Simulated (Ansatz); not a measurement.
What does this script print? It uses Ansatz 0.2.0 through its Python package.

Script `fh2si_ts.py`:
```python
# -*- coding: utf-8 -*-
'''Inversion barrier of FH2Si: minimum and transition state.'''

import itertools
import logging
import sys

import ansatz as az
from ase.data import atomic_numbers, covalent_radii
import numpy as np

logging.basicConfig(stream=sys.stdout, format='[%(levelname)s] %(message)s')
log = logging.getLogger('run')
log.setLevel(logging.INFO)


def main():
    geometry_ang = [
        ('F', (1.20559, 0.64754, -0.42551)),
        ('Si', (-0.12215, -0.26492, -0.24687)),
        ('H', (-1.21993, 0.67852, -0.26164)),
        ('H', (0.13649, -1.06114, 0.93402)),
    ]
    fh2si = az.Crystal.molecule()
    for symbol, xyz in geometry_ang:
        fh2si = fh2si.atom(symbol, xyz)

    setup = (
        fh2si.calculation()
        .basis(gaussian='6-31G*')
        .functional('hf')
        .spin('collinear', total=1)
    )
    symbols = [site.symbol for site in fh2si.cartesian_sites]
    start = np.array([site.position_ang for site in fh2si.cartesian_sites], dtype=float)
    rep = setup.relax(force_tolerance=0.005).run().report
    end = np.array(rep['positions_ang'])

    # start with the apex atom pushed most of the way into the plane of its neighbours
    a, b, d = end[[0, 2, 3]]
    normal = np.cross(b - a, d - a)
    normal /= np.linalg.norm(normal)
    flat = end.copy()
    flat[1] -= 0.8 * ((end[1] - a) @ normal) * normal
    guess = np.zeros_like(flat)
    guess[1] = normal
    near = az.Crystal.molecule()
    for symbol, place in zip(symbols, flat):
        near = near.atom(symbol, place.tolist())
    search = (
        near.calculation()
        .basis(gaussian='6-31G*')
        .functional('hf')
        .spin('collinear', total=1)
        .saddle(mode_guess=guess.tolist(), force_tolerance=0.01, max_steps=40)
    )
    steps = []
    top = search.session().plan().execute(on_event=lambda e: steps.append(e['data']) if e['event'] == 'saddle_step' else None).report
    for s in steps:
        log.info(f'step {s["step"]:2d}  E = {s["lagrangian_ev"]:.5f} eV  force {s["allowed_force_max_ev_ang"]:.4f} eV/A  curvature {s["curvature_ev_ang2"]:.3f} eV/A^2')
    log.info(f'minimum {rep["free_energy_ev"]:.5f} eV, saddle {top["free_energy_ev"]:.5f} eV')
    log.info(f'electronic barrier {23.060548 * (top["free_energy_ev"] - rep["free_energy_ev"]):.2f} kcal/mol')
    saddle = np.array(top['positions_ang'])
    # pairs closer than 1.2 times the sum of covalent radii, before or after
    radius = [covalent_radii[atomic_numbers[s]] for s in symbols]
    span = lambda where, i, j: np.linalg.norm(where[i] - where[j])
    bonded = [(i, j) for i, j in itertools.combinations(range(len(symbols)), 2) if min(span(end, i, j), span(saddle, i, j)) < 1.2 * (radius[i] + radius[j])]
    log.info('pair        before    after (A)')
    for i, j in bonded:
        print(f'{symbols[i]}{i}-{symbols[j]}{j}'.ljust(10), f'{span(end, i, j):8.4f} {span(saddle, i, j):8.4f}')


if __name__ == '__main__':
    main()
```

Output of `python fh2si_ts.py`:
```text
[INFO] step  1  E = -10598.50486 eV  force 3.0643 eV/A  curvature -24.033 eV/A^2
[INFO] step  2  E = -10598.65524 eV  force 1.1422 eV/A  curvature -27.255 eV/A^2
[INFO] step  3  E = -10598.64272 eV  force 0.1189 eV/A  curvature -31.485 eV/A^2
[INFO] step  4  E = -10598.64254 eV  force 0.0137 eV/A  curvature -31.177 eV/A^2
[INFO] step  5  E = -10598.64256 eV  force 0.0104 eV/A  curvature -31.118 eV/A^2
[INFO] step  6  E = -10598.64257 eV  force 0.0022 eV/A  curvature -31.108 eV/A^2
[INFO] minimum -10599.45620 eV, saddle -10598.64257 eV
[INFO] electronic barrier 18.76 kcal/mol
[INFO] pair        before    after (A)
F0-Si1       1.5987   1.5985
Si1-H2       1.4756   1.4530
Si1-H3       1.4756   1.4530
```

Notes:
- Total energies depend on the basis set; only differences at equal settings carry meaning.
- The energies are electronic: no zero-point or thermal terms, and the basis set is short of its limit. No separate frequency run checks the order of the saddle point.
- The run takes the species as open-shell (spin multiplicity 2), which needn't be its ground state.
- It ran for 11 s on 1 thread of Arm Neoverse V1, on a shared host, peak memory 0.17 GiB.
